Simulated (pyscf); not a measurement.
HO–PH₂ (SMILES OP) + H₂ (SMILES [H][H]) → HO–PH₂ (SMILES OP) + H₂ (SMILES [H][H]) (four-centre exchange; singlet surface; H–O, H–H broken, H–O, H–H formed). Structures and frequencies: ωB97X-D3(BJ)/def2-SVP in PySCF. Energies in eV from the separated reactants.

```csv
level,barrier,reaction energy
PBE/def2-TZVP,2.55,0.00
r²SCAN/def2-TZVP,2.76,0.00
B3LYP-D3(BJ)/def2-TZVP,(withheld),0.00
M06-2X/def2-TZVP,(withheld),0.00
ωB97M-D3(BJ)/def2-TZVP,2.93,0.00
HF/def2-TZVP,3.93,0.00
```

### Question
Some entries are withheld; supply them.

### Answer

- B3LYP-D3(BJ)/def2-TZVP, barrier: 2.88
- M06-2X/def2-TZVP, barrier: 3.06

The functionals in the table span 0.52 eV in this barrier, from PBE to M06-2X. The same reactants have a lower exit, to PH₃ + H₂O (barrier +2.56 eV at ωB97M-D3(BJ)/def2-TZVP, against +2.93 eV here). This is the saddle that the search found; another between the same sides may lie lower.
